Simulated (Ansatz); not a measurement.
A nudged elastic band was laid between two geometries of C₂H₇Al (10 atoms, charge 0, multiplicity 1).

Theory: RKS PBE0-D4/def2-SVP (Ansatz 0.2.0).

```
movable images  : 9
climbing image  : yes
spring          : 5.0 eV/Å²
optimiser       : quadratic models (default)
start path      : through a guess of the saddle point
force threshold : 0.2 eV/Å
iteration limit : 60
end points      : relaxed
```

Initial state:

```xyz
10
Properties=species:S:1:pos:R:3
Al 0.126 -0.087 0.462
H -0.217 -0.303 2.008
C 2.008 0.031 -0.068
H 2.554 -0.886 0.215
H 2.153 0.187 -1.148
H 2.516 0.856 0.462
C -1.358 0.038 -0.810
H -1.911 -0.917 -0.852
H -2.093 0.797 -0.492
H -1.041 0.282 -1.837
```

Final state:

```xyz
10
Properties=species:S:1:pos:R:3
Al -1.376 -1.010 0.917
H 1.616 0.193 1.359
C 2.042 0.244 0.346
H 2.069 -0.763 -0.091
H 1.431 0.905 -0.284
H 3.064 0.640 0.407
C -1.506 -0.181 -0.897
H -2.464 -0.429 -1.392
H -1.443 0.923 -0.854
H -0.697 -0.522 -1.570
```

(1) What changes between the two ends?

(2) What energy profile does the band end with?

(3) What is the geometry of the highest image?

The band took 15 iterations and roughly 6 core-minutes.

## Answers

(1) Bonds broken: Al1–H2, Al1–C3. Bonds formed: H2–C3. C2H7Al becomes CH3Al + CH4.

(2) The forces met the threshold. The highest image is number 5 of 0 to 10, 303.4 kJ/mol above the first end and 205.3 kJ/mol above the last; the last end lies 98.1 kJ/mol above the first. The threshold of 0.2 eV/Å is loose, so the images may lie well off the minimum-energy path. Neighbouring images differ by up to 2.0 eV, so the band resolves the path poorly. The order of the point at the top wasn't checked. The orbitals stay closed-shell, which can raise the energy where a bond breaks towards radicals; this wasn't checked here.

```tsv
image	path coordinate (Å)	energy (kJ/mol)	Al1–H2 (Å)	Al1–C3 (Å)	H2–C3 (Å)
0	0.00	0.0	1.60	1.96	3.06
1	0.76	0.1	1.60	1.96	3.07
2	1.52	0.2	1.60	1.96	3.09
3	2.28	12.2	1.59	1.94	2.96
4	3.04	114.4	1.55	1.94	2.39
5	3.80	303.4	1.59	2.23	1.69
6	4.49	137.9	1.98	2.67	1.15
7	5.17	101.8	2.55	3.27	1.10
8	5.86	98.6	3.02	3.72	1.10
9	6.54	98.4	3.09	3.73	1.10
10	7.23	98.1	3.25	3.69	1.10
```

(3) 
```xyz
10
Properties=species:S:1:pos:R:3:forces:R:3
Al -0.361 0.043 0.912 0.04 0.03 0.07
H 1.047 0.199 1.644 -0.06 -0.02 -0.05
C 1.717 0.049 0.101 0.04 -0.02 -0.01
H 1.666 -0.943 -0.385 -0.01 0.01 -0.01
H 1.685 0.854 -0.655 -0.02 -0.01 0.00
H 2.665 0.112 0.654 0.01 0.02 0.01
C -1.268 -0.067 -0.831 0.01 -0.01 0.01
H -1.954 -0.929 -0.849 -0.03 0.02 0.00
H -1.889 0.834 -0.973 -0.02 -0.01 -0.01
H -0.571 -0.151 -1.679 0.03 0.00 0.00
```

The run took 5.8 min on 1 thread of Arm Neoverse V1 (shared host), peak memory 0.15 GiB.
